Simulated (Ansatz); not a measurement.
A nudged elastic band was laid between two geometries of ClH3Si + H (6 atoms, charge 0, multiplicity 2).

Level of theory: Ansatz, UKS CAM-B3LYP/6-31G*.

```json
{
  "movable images": "5",
  "climbing image": "yes",
  "spring": "5.0 eV/Å²",
  "optimiser": "quadratic models (default)",
  "start path": "through a guess of the saddle point",
  "force threshold": "0.03 eV/Å",
  "iteration limit": "60",
  "end points": "relaxed"
}
```

Image 0:

```xyz
6
Properties=species:S:1:pos:R:3
Si 0.003 0.000 -0.161
Cl 0.021 0.000 1.906
H 1.400 0.000 -0.644
H -0.702 1.213 -0.626
H -0.702 -1.213 -0.626
H -0.018 0.000 5.122
```

Image 6:

```xyz
6
Properties=species:S:1:pos:R:3
Si 0.000 0.000 -0.524
Cl 0.001 0.000 3.584
H 1.411 0.000 -0.987
H -0.706 1.222 -0.986
H -0.706 -1.222 -0.986
H 0.002 0.000 4.869
```

Q: Which bonds break or form, and what moves?

A: Bonds broken: Si1–Cl2. Bonds formed: Cl2–H6. ClH3Si + H becomes ClH + H3Si.

Q: What energy profile does the band end with?

A: It converged. The highest image is number 3 of 0 to 6, 18.9 kcal/mol above the first end and 15.4 kcal/mol above the last; the last end lies 3.5 kcal/mol above the first. A vibrational analysis at the climbing image gives one clearly imaginary mode, 718i cm⁻¹: a first-order saddle point.

```tsv
image	path coordinate (Å)	energy (kcal/mol)	Si1–Cl2 (Å)	Cl2–H6 (Å)
0	0.00	0.0	2.07	3.22
1	0.47	0.4	2.07	2.70
2	0.94	3.5	2.08	2.18
3	1.42	18.9	2.38	1.52
4	2.05	7.0	3.04	1.29
5	2.68	4.0	3.57	1.29
6	3.32	3.5	4.11	1.29
```

Q: What is the geometry of the highest image?

A: 
```xyz
6
Properties=species:S:1:pos:R:3
Si 0.000 0.000 0.008
Cl 0.000 0.000 2.383
H 1.411 0.000 -0.440
H -0.705 1.222 -0.441
H -0.705 -1.222 -0.441
H 0.001 0.000 3.902
```

Q: What are the harmonic wavenumbers there?

A: 718i, 258, 258, 467, 468, 757, 857, 952, 953, 2277, 2312, 2312 cm⁻¹.

The band took 12 iterations and of the order of 100 core-seconds.

The run took 100 s on 1 thread of Intel(R) Xeon(R) Platinum 8488C (Sapphire Rapids) (shared host), peak memory 0.14 GiB.
